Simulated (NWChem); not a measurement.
System: phosphine (PH₃); SMILES P

Results from NWChem. Each level has its own optimisation. Computed dipoles belong to the equilibrium geometry; the measured one is vibrationally averaged.

Measured dipole moment: 0.58 D (NIST CCCBDB, as tabulated in the package chemicals).

Question: Which of these levels lies farthest from the measured value, and how do the others fare: BP86/def2-TZVP; LDA (Slater exchange, VWN5)/def2-SVP; PBE0-D3(BJ)/def2-TZVP; Hartree-Fock/3-21G; B3LYP/3-21G?

Answer: B3LYP/3-21G.
```csv
level,dipole moment (D),computed − measured
Hartree-Fock/3-21G,1.24,+0.66
B3LYP/3-21G,1.33,+0.75
"LDA (Slater exchange, VWN5)/def2-SVP",0.94,+0.36
BP86/def2-TZVP,0.64,+0.06
PBE0-D3(BJ)/def2-TZVP,0.70,+0.12
```
